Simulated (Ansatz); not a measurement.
# Molecular dynamics of CH3SSi

Input file:

```yaml
crystal:
  periodic: [false, false, false]
  atoms:
    - { symbol: C, position_ang: [-0.40142, -0.710527, -0.204724] }
    - { symbol: Si, position_ang: [0.519905, 1.110163, 0.244541] }
    - { symbol: S, position_ang: [-1.362972, 0.542876, -0.777232] }
    - { symbol: H, position_ang: [-0.732559, -1.613847, 0.300455] }
    - { symbol: H, position_ang: [1.606681, 0.774612, -0.739123] }
    - { symbol: H, position_ang: [0.370374, -0.103278, 1.176071] }
magnetization:
  spin_polarized: true
  initial_magnetization: 1
basis:
  gaussian: { orbitals: "6-31G*" }
hamiltonian:
  xc: pbe0
  dispersion: d4
md:
  timestep: 0.5
  n_steps: 184
  ensemble: nve
  temperature: 100.0
  initial_velocities: maxwell_boltzmann
  seed: 8115
```

Command:

```bash
$ ansatz run input.yaml --threads 1 --pin off --max-ram 2048MiB --backend cpu --events-out ev --progress --plain --runs-dir out
```

It starts at the highest image of a converged band, a first-order saddle point between two minima.

Output, in part (step lines, the closing report, with atoms numbered from 0):

```
md step     0: t =     0.00 fs  T =   100.0 K  F+E_penalty+E_count = -19785.81001179 eV  E_kin = 0.051704 eV  conserved = -19785.75830779 eV  (34 SCF iters)
md step     1: t =     0.50 fs  T =    98.8 K  F+E_penalty+E_count = -19785.80940351 eV  E_kin = 0.051099 eV  conserved = -19785.75830409 eV  (31 SCF iters)
md step     2: t =     1.00 fs  T =    95.5 K  F+E_penalty+E_count = -19785.80764938 eV  E_kin = 0.049359 eV  conserved = -19785.75828999 eV  (31 SCF iters)
md step     3: t =     1.50 fs  T =    90.3 K  F+E_penalty+E_count = -19785.80497808 eV  E_kin = 0.046711 eV  conserved = -19785.75826721 eV  (31 SCF iters)
md step     4: t =     2.00 fs  T =    84.2 K  F+E_penalty+E_count = -19785.80175106 eV  E_kin = 0.043511 eV  conserved = -19785.75823985 eV  (32 SCF iters)
md step     5: t =     2.50 fs  T =    77.7 K  F+E_penalty+E_count = -19785.79840316 eV  E_kin = 0.040191 eV  conserved = -19785.75821239 eV  (32 SCF iters)
md step     6: t =     3.00 fs  T =    71.9 K  F+E_penalty+E_count = -19785.79536875 eV  E_kin = 0.037179 eV  conserved = -19785.75818978 eV  (30 SCF iters)
md step     7: t =     3.50 fs  T =    67.4 K  F+E_penalty+E_count = -19785.79300475 eV  E_kin = 0.034829 eV  conserved = -19785.75817605 eV  (32 SCF iters)
[... lines left out ...]
Total energy: -19786.68031277 eV, -727.1470896006 hartree
Atom 0 at    -0.258148    -0.630993    -0.077710 Å, force    -1.189241    -0.103581    -1.148466 eV/Å
Atom 1 at     0.509450     0.872281     0.247456 Å, force    -0.535228     1.032041     1.641115 eV/Å
Atom 2 at    -1.405057     0.647965    -0.836655 Å, force     0.377181    -2.394242     1.399204 eV/Å
Atom 3 at    -0.270636    -1.695267     0.159334 Å, force    -0.561214     0.310698    -0.464297 eV/Å
Atom 4 at     0.821819     1.740072    -0.810760 Å, force     1.818656     1.075046    -0.879817 eV/Å
Atom 5 at     0.615946     1.350462     1.684154 Å, force     0.089847     0.080038    -0.547739 eV/Å
Dipole moment:     0.434670    -0.023545     0.232986 e Å
```

The steps, from the saved trajectory:

| time (fs) | T (K) | potential energy less start (eV) | conserved less start (meV/atom) |
| --- | --- | --- | --- |
| 0.0 | 100 | 0.000 | 0.00 |
| 3.0 | 72 | 0.015 | 0.02 |
| 6.0 | 68 | 0.017 | 0.01 |
| 9.0 | 68 | 0.017 | 0.01 |
| 12.0 | 90 | 0.006 | 0.03 |
| 15.0 | 199 | -0.051 | 0.01 |
| 18.0 | 351 | -0.129 | 0.03 |
| 21.0 | 628 | -0.273 | 0.02 |
| 24.0 | 1012 | -0.471 | 0.01 |
| 27.0 | 1508 | -0.728 | 0.03 |
| 30.0 | 2235 | -1.104 | -0.03 |
| 33.0 | 2964 | -1.482 | -0.12 |
| 36.0 | 3196 | -1.602 | -0.20 |
| 39.0 | 2631 | -1.310 | -0.13 |
| 42.0 | 1756 | -0.856 | -0.02 |
| 45.0 | 1244 | -0.592 | 0.00 |
| 48.0 | 1229 | -0.584 | -0.02 |
| 51.0 | 1472 | -0.710 | -0.08 |
| 54.0 | 1654 | -0.804 | -0.04 |
| 57.0 | 1936 | -0.950 | -0.02 |
| 60.0 | 2452 | -1.216 | -0.07 |
| 63.0 | 2932 | -1.465 | -0.16 |
| 66.0 | 2827 | -1.411 | -0.23 |
| 69.0 | 1843 | -0.901 | -0.06 |
| 72.0 | 938 | -0.433 | 0.08 |
| 75.0 | 922 | -0.425 | 0.05 |
| 78.0 | 1633 | -0.793 | -0.09 |
| 81.0 | 2177 | -1.075 | -0.20 |
| 84.0 | 2009 | -0.988 | -0.07 |
| 87.0 | 1763 | -0.860 | -0.03 |
| 90.0 | 1707 | -0.831 | -0.04 |

The run went to its last step. The conserved energy stayed within 0.24 meV per atom of its start (net change 0.029 meV per atom), so the integration is sound. The system heated up, since it started high on the potential surface and ran downhill. A run of 0.092 ps of so small a system gives no equilibrium averages.

The step under study would form C1–H6 and break Si2–H6. These pairs go: C1–H6 1.69 → 2.79 Å, Si2–H6 1.54 → 1.52 Å. In the last frame they stand as before the step (other bonds may differ from the relaxed reactants and products). It ends as one piece, CH3SSi. Pairs count as bonded within 1.25 times the sum of covalent radii (0.12 Å more for H–H).

Last frame:

```xyz
6
Properties=species:S:1:pos:R:3
C -0.258 -0.631 -0.078
Si 0.509 0.872 0.247
S -1.405 0.648 -0.837
H -0.271 -1.695 0.159
H 0.822 1.740 -0.811
H 0.616 1.351 1.684
```

Time of the run: 16 min on 1 thread of Arm Neoverse N1, with other jobs on the host, peak memory 0.15 GiB.
